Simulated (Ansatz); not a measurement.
PbSeO₄ (P2₁/c, No. 14)

Method: HSE06 (Ansatz, a program for electronic structure, plane waves, PAW).

Settings: plane-wave cutoff 500 eV, 4×4×4 k mesh, gaussian smearing 0.02 eV, scalar-relativistic PAW data made under PBE.

Cell: relaxed with r²SCAN: a = 6.9721 Å, b = 7.4289 Å, c = 8.7897 Å, α = 90.00°, β = 127.30°, γ = 90.00°.

| Item | Value |
|---|---|
| band gap | 5.01 eV (on the SCF k mesh) |

Note: the cell comes from a level without a dispersion term, which matters for the spacing of layers, chains or molecules; cell and atoms aren't relaxed at this level (largest force component 0.38 eV/Å, pressure -0.6 GPa).

Spin–orbit coupling is not included; with these elements it can move the gap by several tenths of an eV or more.

Computed values are for the static lattice.
